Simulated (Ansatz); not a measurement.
Geometry optimisation, RKS B3LYP/6-31G* in Ansatz 0.2.0.

Input:

```yaml
crystal:
  periodic: [false, false, false]
  atoms:
    - { symbol: Si, position_ang: [-0.4409, 0.207941, -0.401104] }
    - { symbol: Si, position_ang: [-0.175811, -0.238306, 2.993756] }
    - { symbol: H, position_ang: [-0.591477, -0.782038, 4.312092] }
    - { symbol: H, position_ang: [0.979413, -1.021613, 2.485862] }
    - { symbol: H, position_ang: [0.227998, 1.183331, 3.148418] }
    - { symbol: H, position_ang: [0.337296, 1.108551, 0.477659] }
    - { symbol: H, position_ang: [-0.158239, 0.52842, -1.818629] }
    - { symbol: H, position_ang: [-0.140848, -1.212767, -0.127744] }
    - { symbol: Cl, position_ang: [-2.499839, 0.546596, -0.064779] }
    - { symbol: H, position_ang: [-1.296193, -0.320115, 2.047869] }
basis:
  gaussian: { orbitals: "6-31G*" }
hamiltonian:
  xc: b3lyp
relax:
  f_tol: 0.03
  max_steps: 50
output:
  orbitals: {}
```

Command:

```bash
$ ansatz run input.yaml --threads 1 --pin off --max-ram 2048MiB --backend cpu --events-out ev --progress --plain --runs-dir out
```

**Question.** Where does it end, and by what steps?

**Answer.** It converged. The force dipped under the threshold on the way, but the program's further checks kept it going. After 12 steps the energy has fallen by 0.255 eV; Cl9 moved furthest, 1.44 Å.

```json
{"step": "0", "energy less start (eV)": "0.0000", "largest force component (eV/Å)": "0.546", "accepted": "yes"}
{"step": "1", "energy less start (eV)": "-0.1498", "largest force component (eV/Å)": "0.196", "accepted": "yes"}
{"step": "2", "energy less start (eV)": "-0.1905", "largest force component (eV/Å)": "0.135", "accepted": "yes"}
{"step": "3", "energy less start (eV)": "-0.2370", "largest force component (eV/Å)": "0.048", "accepted": "yes"}
{"step": "4", "energy less start (eV)": "-0.2429", "largest force component (eV/Å)": "0.179", "accepted": "yes"}
{"step": "5", "energy less start (eV)": "-0.2471", "largest force component (eV/Å)": "0.117", "accepted": "yes"}
{"step": "6", "energy less start (eV)": "-0.2502", "largest force component (eV/Å)": "0.069", "accepted": "yes"}
{"step": "7", "energy less start (eV)": "-0.2524", "largest force component (eV/Å)": "0.052", "accepted": "yes"}
{"step": "8", "energy less start (eV)": "-0.2537", "largest force component (eV/Å)": "0.030", "accepted": "yes"}
{"step": "9", "energy less start (eV)": "-0.2543", "largest force component (eV/Å)": "0.030", "accepted": "yes"}
{"step": "10", "energy less start (eV)": "-0.2545", "largest force component (eV/Å)": "0.031", "accepted": "yes"}
{"step": "11", "energy less start (eV)": "-0.2547", "largest force component (eV/Å)": "0.023", "accepted": "yes"}
{"step": "12", "energy less start (eV)": "-0.2548", "largest force component (eV/Å)": "0.013", "accepted": "yes"}
```

```xyz
10
Properties=species:S:1:pos:R:3
Si -0.639 0.350 -1.295
Si 0.016 -0.378 3.918
H -0.272 -0.915 5.273
H 1.156 -1.122 3.322
H 0.365 1.062 4.017
H -0.059 1.198 -0.227
H 0.022 0.631 -2.590
H -0.502 -1.083 -0.947
Cl -2.662 0.798 -1.472
H -1.183 -0.540 3.055
```

Whether the end is a true minimum wasn't checked by a vibrational analysis.

Run time: 44 s on 1 thread of Arm Neoverse V1 (shared host), peak memory 0.14 GiB.
